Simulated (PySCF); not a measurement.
**How methods differ on the ionisation energy of Mg**

Mg [Ne] 3s2 (1S) → Mg⁺ [Ne] 3s1 (2S), as a difference of total energies. Calculation: PySCF 2.14, in def2-TZVP; no relativity, point nucleus. Correlated levels: valence: [Ne] frozen. The calculations carry no spin-orbit coupling.

```
           method  ionisation energy (eV)
              UHF                   6.611
              PBE                   7.633
           M06-2X                   7.783
    MP2 (valence)                   7.202
SCS-MP2 (valence)                   7.320
   CCSD (valence)                   7.501
```

Errors of the correlated levels include the incompleteness of this basis and the frozen core.

With two correlated electrons CCSD is exact in that space.

Which method comes closest to the reference value, and which is furthest?

The reference is 7.646 eV (measured; NIST Atomic Spectra Database, ionization energies). Closest: PBE (error -0.013 eV); furthest: UHF (error -1.035 eV).
